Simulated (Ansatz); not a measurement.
Input file:

```yaml
crystal:
  periodic: [false, false, false]
  atoms:
    - {symbol: Ga, position_ang: [0.000000, -0.179040, 1.166689]}
    - {symbol: P, position_ang: [0.000000, 1.060966, -0.874147]}
    - {symbol: P, position_ang: [0.000000, -0.679126, -1.835334]}
    - {symbol: H, position_ang: [0.000000, 0.651058, 2.557459]}
basis:
  gaussian: {orbitals: cc-pVDZ}
magnetization: {spin_polarized: true, initial_magnetization: 0}
hamiltonian: {xc: {name: r2SCAN}}
```

```sh
$ ansatz run in.yaml --threads 1 --pin off --events-out ev --progress --plain --max-ram 2393MiB
```

(1) Roughly how long does this take on 1 thread of Arm Neoverse V2, shared host, and how much host memory?

```
752 factors; integrals over basis functions are off by at most 8.1e-4 eV
mean field evaluation 1: about -70962.4113 eV, gradient 1.9e1 eV
mean field evaluation 2: about -70926.0065 eV, gradient 6.2e1 eV
mean field evaluation 4: about -70962.2203 eV, gradient 2.0e1 eV
mean field evaluation 8: about -70964.7012 eV, gradient 1.1e1 eV
mean field evaluation 16: about -70966.4606 eV, gradient 1.6e-5 eV
mean field evaluation 32: about -70966.5094 eV, gradient 3.9e-1 eV
mean field evaluation 64: about -70966.1424 eV, gradient 2.6e0 eV
mean field evaluation 96: about -70966.5117 eV, gradient 2.1e-1 eV
mean field evaluation 128: about -70965.5247 eV, gradient 4.3e0 eV
mean field -70967.24708217 eV, -2607.9982269421 hartree, gradient 2.1e-5 eV, S^2 1.015764; 14 other end points of the search recorded, 0 dependent functions left out
reference -70967.24709473 eV, -2607.9982274036 hartree; 31, 31 occupied and 37, 37 virtual orbitals, 752 factors
Total energy: -70967.24709473 eV, -2607.9982274036 hartree
```

Results:

(1) 60 s wall and 0.22 GiB.
